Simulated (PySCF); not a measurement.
# Complex of hydrogen fluoride and carbon monoxide

A complex built from hydrogen fluoride and carbon monoxide; neutral, singlet.

Parts: 1 = hydrogen fluoride (F), atoms 1–2; 2 = carbon monoxide ([C-]#[O+]), atoms 3–4.

```tsv
atom	part	x (Å)	y (Å)	z (Å)
F1	1	0.2744	0.4021	-0.0611
H2	1	-0.2543	-0.3467	0.0989
C3	2	-1.3959	-1.9666	0.4395
O4	2	-2.0318	-2.8689	0.6289
```

In these coordinates H2···C3 is 2.011 Å. Part 2 is then moved rigidly along that line, all else held; at short range other atoms may come into contact.

The starting structure comes from a short search with a few starts; no frequency run checks that it is a minimum, and another way of binding may lie lower.

Computed with PySCF 2.14.0: CCSD(T)/aug-cc-pVDZ and MP2/aug-cc-pVTZ, aug-cc-pVQZ counterpoise interaction energy, frozen core, gas phase. The geometry comes from PBE0-D3(BJ)/def2-TZVPD.

Counterpoise energies in kcal/mol, cluster less the parts frozen as they stand in it; small is aug-cc-pVDZ, large aug-cc-pVQZ. Estimated limit: HF in aug-cc-pVQZ, MP2 correlation extrapolated as X⁻³ from aug-cc-pVTZ and aug-cc-pVQZ, and CCSD(T) less MP2 in aug-cc-pVDZ; it isn't the exact limit.

**Question.** How do the values run over the points 1.810, 1.910, 2.011, 2.112, 2.212, 2.514, 3.017, 4.022?

**Answer.** 
```json
{"H2···C3 (Å)": "1.810", "HF large": "0.33", "MP2 large": "-3.01", "SCS-MP2 large": "-2.27", "CCSD(T) small": "-1.70", "CCSD(T) limit est.": "-2.55"}
{"H2···C3 (Å)": "1.910", "HF large": "-0.86", "MP2 large": "-3.66", "SCS-MP2 large": "-3.05", "CCSD(T) small": "-2.55", "CCSD(T) limit est.": "-3.27"}
{"H2···C3 (Å)": "2.011", "HF large": "-1.56", "MP2 large": "-3.91", "SCS-MP2 large": "-3.41", "CCSD(T) small": "-2.97", "CCSD(T) limit est.": "-3.57"}
{"H2···C3 (Å)": "2.112", "HF large": "-1.92", "MP2 large": "-3.92", "SCS-MP2 large": "-3.51", "CCSD(T) small": "-3.12", "CCSD(T) limit est.": "-3.62"}
{"H2···C3 (Å)": "2.212", "HF large": "-2.07", "MP2 large": "-3.78", "SCS-MP2 large": "-3.44", "CCSD(T) small": "-3.11", "CCSD(T) limit est.": "-3.51"}
{"H2···C3 (Å)": "2.514", "HF large": "-1.90", "MP2 large": "-2.99", "SCS-MP2 large": "-2.79", "CCSD(T) small": "-2.62", "CCSD(T) limit est.": "-2.77"}
{"H2···C3 (Å)": "3.017", "HF large": "-1.17", "MP2 large": "-1.75", "SCS-MP2 large": "-1.66", "CCSD(T) small": "-1.60", "CCSD(T) limit est.": "-1.60"}
{"H2···C3 (Å)": "4.022", "HF large": "-0.39", "MP2 large": "-0.63", "SCS-MP2 large": "-0.61", "CCSD(T) small": "-0.57", "CCSD(T) limit est.": "-0.54"}
```

The 8 runs took 6.1 min in all, one thread each of Arm Neoverse N1 on a shared host, launched as `OMP_NUM_THREADS=1 python cluster_run.py task.json out`.
